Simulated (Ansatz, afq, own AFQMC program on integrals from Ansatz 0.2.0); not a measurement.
**Where AFQMC and coupled cluster stand for F⁻, singlet**

A free F anion.

Basis aug-cc-pVTZ. Noble-gas cores (and the filled d shells of Ga–Kr and In–Xe) are frozen. Integrals, coupled cluster, full CI and functionals: Ansatz 0.2.0; the random walks run on the same integrals in our own AFQMC program. ph-AFQMC/CISD is guided by a CISD state made of CCSD amplitudes; releasing the constraint for a short imaginary time cuts its bias at the price of noise, slowly where states lie close. Error bars are statistical, one sigma.

Determinant: RHF, the one that the program's search chose, which needn't be the lowest solution.

No full CI on the walks' own integrals is used here; CCSDTQ serves as the reference and is uncertain by about the last step of the cluster series.

Cautions: raised T1 diagnostic (T1 0.021, weight of the determinant 0.94, largest double 0.04).

The T1 diagnostic is 0.0206, the weight of the determinant in the CISD state is 0.937 and the size of the correlated space is 8 electrons in 45 orbitals.

Reference: CCSDTQ, correlation energy -8.138 eV. The released energy is read at 2.40 1/Eh (meV from the phaseless value at times in 1/Eh: 1 ± 4 at 0.24, -7 ± 4 at 0.51, 1 ± 4 at 0.99, -9 ± 5 at 1.62, 0 ± 7 at 2.40).

```csv
level,E − E(reference) (mEh),share of correlation (%)
HF,299.07,0.00
MP2,4.00,98.66
CCSD,10.57,96.46
CCSD(T),0.34,99.89
CCSDT,0.32,99.89
CCSDT(Q),-0.07,100.02
ph-AFQMC/CISD,0.07 ± 0.17,99.98
released AFQMC,0.05 ± 0.24,99.98
```

CCSDT and higher add their correlation energy to the determinant of the CCSD(T) run, since their own runs factorise the integrals more tightly (a shift of under 2 meV). A walk keeps the symmetry of its determinant, which the program's search chose and which needn't be the lowest solution, so a lower state of the same spin and another symmetry isn't excluded. Released energies are given only where the last usable release times agree within the noise; a slower fall can still hide under it.
